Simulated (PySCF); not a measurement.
water (H₂O), SMILES O. Coordinates come from a PBE-D3(BJ)/def2-TZVPD optimisation.

Calculation: PBE-D3(BJ)/def2-TZVPD (PySCF).

Harmonic wavenumbers (cm⁻¹): 1590, 3690, 3794. Rotational constants (GHz): 792.0, 426.3, 277.2; symmetry number 2.

### Question
Work out the zero-point energy and the ideal-gas rigid-rotor harmonic-oscillator thermochemistry at 298.15 K and 1 atm.

### Answer
ZPE = ½ Σ hcν = ½ × 9075 cm⁻¹ = 54.28 kJ/mol. H − E(el) = 64.20 kJ/mol. Entropy in J/(mol K): translation 144.80, rotation 44.10, vibration 0.03, total 188.93. G − E(el) = 7.87 kJ/mol. Cp = 33.49 J/(mol K).
